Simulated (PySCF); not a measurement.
# State search for NaN⁺

Unrestricted PBE0; basis Na pcseg-1, N pcseg-1; no relativity; PySCF 2.14. Outer shells of the fragments: Na+ closed shells only; N 2s2 2p3.

Followed along the bond (rough minima from three points):

```csv
2Ms+1,unpaired,⟨S²⟩ at the start,R at minimum (Å),Te (eV)
4,"σ ↑, π ↑↑",3.75,2.77,0.00
2,"σ ↓, π ↑↑",1.75,2.81,1.18
2,"σ ↑, π ↑↓",1.75,2.80,1.19
```

Solutions found at the starting distance of 2.330 Å, counted from the lowest of them; the search is not exhaustive and high or unbound solutions are not listed, so other states can lie among these:

```csv
2Ms+1,unpaired,term,E (eV),⟨S²⟩,⟨Lz²⟩,μ (D)
4,"σ ↑, π ↑↑",⁴Σ⁻,0.00,3.75,0.00,-3.62
2,"σ ↓, π ↑↑",mixed,1.20,1.75,0.00,-3.67
2,"σ ↑, π ↑↓",mixed,1.20,1.75,2.01,-3.65
2,π ↑,²Π,2.68,0.75,1.00,-3.64
2,σ ↑,mixed,3.08,0.75,2.00,-3.62
2,π ↑,²Π,3.44,0.75,1.00,-3.62
```

A term symbol is given only where ⟨S²⟩ and ⟨Lz²⟩ are close to those of a pure state; real π, δ and φ orbitals otherwise mix terms. A positive dipole points towards N; it is taken about the centre of mass and depends on that origin.
